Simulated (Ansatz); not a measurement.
C2H4S: state-averaged CASSCF

Computed with Ansatz's Gaussian-basis code (development build). State-averaged CASSCF with equal weights; occupations are averaged over the states; levels count from the state that is lowest in CASSCF. CASSCF levels without dynamic correlation can be off by over 1 eV. No symmetry is imposed, so a solution can break that of the shape. The lowest solution met needn't be the lowest there is, nor hold the orbitals that a chemist would pick.

Geometry:

```json
{"atom": "C", "x (Å)": "0.0000", "y (Å)": "-0.7397", "z (Å)": "-0.7923"}
{"atom": "S", "x (Å)": "0.0000", "y (Å)": "0.0000", "z (Å)": "0.8635"}
{"atom": "C", "x (Å)": "0.0000", "y (Å)": "0.7397", "z (Å)": "-0.7923"}
{"atom": "H", "x (Å)": "-0.9139", "y (Å)": "-1.2501", "z (Å)": "-1.0769"}
{"atom": "H", "x (Å)": "0.9139", "y (Å)": "-1.2501", "z (Å)": "-1.0769"}
{"atom": "H", "x (Å)": "0.9139", "y (Å)": "1.2501", "z (Å)": "-1.0769"}
{"atom": "H", "x (Å)": "-0.9139", "y (Å)": "1.2501", "z (Å)": "-1.0769"}
```

Basis cc-pVDZ on C/H, cc-pV(D+d)Z on S, nonrelativistic, 7 orbitals frozen in the corrections; active space CAS(2,2). Averaged: 1 singlet, 1 triplet.

**Question.** Give the levels in order, with their spins.

**Answer.** 

```csv
state,CASSCF (eV)
singlet,0.000
triplet,4.722
```

Occupations: 1.50, 0.50.
